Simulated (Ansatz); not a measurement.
BFH4Si (`FB[SiH3]`): the same geometry under several functionals.

```yaml
crystal:
  periodic: [false, false, false]
  atoms:
    - {symbol: F, position_ang: [-1.379360, -1.601490, 0.571835]}
    - {symbol: B, position_ang: [-0.186705, -1.168652, 0.203956]}
    - {symbol: Si, position_ang: [0.146327, 0.805583, -0.161060]}
    - {symbol: H, position_ang: [0.673357, -2.004851, 0.107287]}
    - {symbol: H, position_ang: [0.733069, 0.954536, -1.522334]}
    - {symbol: H, position_ang: [1.152897, 1.303845, 0.818775]}
    - {symbol: H, position_ang: [-1.078384, 1.642930, -0.064158]}
basis:
  gaussian: {orbitals: def2-TZVPP}
hamiltonian: {xc: {name: wB97X-V}}
output: {orbitals: {seedname: orbitals}}
```

```sh
$ ansatz run in.yaml --threads 2 --pin off --events-out ev --progress --plain
```

Output, abridged:

```
Functional definition: wB97X-V
852 factors; their error is unknown
209 factors; integrals over basis functions are off by at most 1.3e-5 eV
mean field evaluation 1: about -11334.6601 eV, gradient 2.6e1 eV
mean field evaluation 2: about -11334.7271 eV, gradient 3.1e1 eV
mean field evaluation 4: about -11335.8928 eV, gradient 3.3e-1 eV
mean field evaluation 8: about -11335.9083 eV, gradient 2.4e-1 eV
mean field -11335.90837435 eV, -416.5869490028 hartree, gradient 6.7e-5 eV, S^2 0.000000; 0 other end points of the search recorded, 0 dependent functions left out
reference -11335.90837231 eV, -416.5869489279 hartree; 16, 16 occupied and 144, 144 virtual orbitals, 852 factors
Total energy: -11335.90837231 eV, -416.5869489279 hartree
```

Hardware: 2 threads of a server CPU on a shared host. Wall time 3.4 s, peak host memory 0.35 GiB.

With the line `hamiltonian: {xc: r2scan, dispersion: d4}` and forces (abridged; 1.9 s):

```
Functional definition: r2SCAN
mean field -11335.76761366 eV, -416.5817761428 hartree, gradient 4.9e-5 eV, S^2 0.000000
Total energy: -11335.78913165 eV, -416.5825669142 hartree
Atom 0 force    -0.160134    -0.054302     0.047401 eV/Å
Atom 1 force     0.178699     0.054091    -0.052945 eV/Å
Atom 2 force    -0.021658     0.001216    -0.000551 eV/Å
Atom 3 force    -0.008787     0.000437     0.004444 eV/Å
Atom 4 force    -0.002605     0.005750     0.024866 eV/Å
Atom 5 force    -0.009692    -0.002180    -0.021860 eV/Å
Atom 6 force     0.024176    -0.005011    -0.001355 eV/Å
Dipole moment:     0.095871     0.002879    -0.026611 e Å
```

With the line `hamiltonian: {xc: {name: r2SCANh}, dispersion: d4}` (abridged; 2 s):

```
Functional definition: r2SCANh
mean field -11335.57342065 eV, -416.5746396812 hartree, gradient 2.4e-5 eV, S^2 0.000000
Total energy: -11335.59629812 eV, -416.5754804126 hartree
```

Changing it to `hamiltonian: {xc: {name: B97M-V}}` (abridged; 3.6 s):

```
Functional definition: B97M-V
mean field evaluation 16: about -11335.4831 eV, gradient 6.2e-5 eV
mean field -11335.48308645 eV, -416.5713199606 hartree, gradient 6.2e-5 eV, S^2 0.000000
Total energy: -11335.48314760 eV, -416.5713222077 hartree
```

The same input with `hamiltonian: {xc: {name: PBE-QIDH}}` (abridged; 3.3 s):

```
Functional definition: PBE-QIDH
mean field evaluation 16: about -11323.5727 eV, gradient 8.5e-6 eV
mean field -11323.57270375 eV, -416.1336214695 hartree, gradient 9.4e-7 eV, S^2 0.000000
7 core orbitals not correlated: weight in the atoms' cores, before any rotation towards them, 1.000 or more for the frozen orbitals, at most 0.000 for the correlated occupied ones
second order -14.52458255 eV of doubles, -0.00000000 eV of singles
Total energy: -11328.41424359 eV, -416.3115447769 hartree
```

With the line `hamiltonian: {xc: {name: B3LYP}, dispersion: d4}` and forces (abridged; 1.9 s):

```
Functional definition: B3LYP
mean field -11339.13296063 eV, -416.7054503627 hartree, gradient 6.8e-5 eV, S^2 0.000000
Total energy: -11339.28290614 eV, -416.7109607588 hartree
Atom 0 force    -0.180106    -0.070453     0.054930 eV/Å
Atom 1 force     0.255346    -0.015786    -0.064224 eV/Å
Atom 2 force     0.027198     0.080905    -0.017152 eV/Å
Atom 3 force    -0.082892     0.073838     0.012285 eV/Å
Atom 4 force    -0.035254    -0.000571     0.075834 eV/Å
Atom 5 force    -0.056838    -0.020155    -0.056377 eV/Å
Atom 6 force     0.072546    -0.047777    -0.005296 eV/Å
Dipole moment:     0.105203     0.005264    -0.030021 e Å
```

B3LYP takes the VWN-RPA correlation (the form of Gaussian; ORCA's B3LYP/G).
